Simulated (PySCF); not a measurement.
Simulated outer-valence photoelectron spectrum of hydroxy acetaldehyde, `O=CCO`. Method: EOM-IP-CCSD/aug-cc-pVDZ in PySCF, restricted Hartree–Fock reference, 4 core orbitals frozen, non-relativistic, gas phase, PBE0-D3(BJ)/def2-SVP geometry.

Each root has a Gaussian of 0.4 eV full width with its one-hole share as area; cross sections and vibrations are left out, and the highest printed point is 100.

ionisation energy (eV), intensity and a bar:
```
     10.2          1 
     10.4         14 ####
     10.6         59 ##################
     10.8         83 #########################
     11.0         77 #######################
     11.2         35 ###########
     11.4          5 #
     11.6          0 
     11.8          0 
     12.0          0 
     12.2          0 
     12.4          0 
     12.6          0 
     12.8          1 
     13.0         15 ####
     13.2         55 #################
     13.4         52 ################
     13.6         17 #####
     13.8         36 ###########
     14.0         63 ###################
     14.2         29 #########
     14.4          3 #
     14.6          0 
     14.8          1 
     15.0         16 #####
     15.2         57 #################
     15.4         50 ###############
     15.6         11 ###
     15.8          1 
     16.0          0 
     16.2          1 
     16.4         14 ####
     16.6         62 ###################
     16.8        100 ##############################
     17.0         73 ######################
     17.2         20 ######
     17.4          2 
     17.6          1 
     17.8         10 ###
     18.0         47 ##############
     18.2         58 #################
     18.4         17 #####
     18.6          1
```

Problem. Where are the maxima, and how many lines lie under the curve?

Solution. 6 maxima, at 10.9, 13.3, 14.0, 15.3, 16.8 and 18.1 eV, from 8 lines. At this width some lines have no maximum of their own.

Problem. List the lines with their holes.

Solution. 
| E (eV) | leading hole (HF orbital) | area | Koopmans (eV) |
| --- | --- | --- | --- |
| 10.69 | HOMO | 0.95 | 12.20 |
| 11.01 | HOMO-1 | 0.95 | 12.53 |
| 13.29 | HOMO-3 | 0.95 | 15.12 |
| 13.99 | HOMO-2 | 0.94 | 14.76 |
| 15.28 | HOMO-4 | 0.95 | 16.73 |
| 16.70 | HOMO-5 | 0.94 | 18.03 |
| 16.94 | HOMO-6 | 0.94 | 18.74 |
| 18.13 | HOMO-7 | 0.93 | 20.11 |

The widest gap, 2.28 eV, lies between 11.01 and 13.29 eV. Only orbitals with −ε under 21 eV, eight at most, were ionised, so the high end of the curve may lack lines.

The values belong to the conformer `[O:1]=[CH:2][CH2:3][OH:4]`: O1–C2–C3–O4 0°, H–O4–C3–C2 0°.
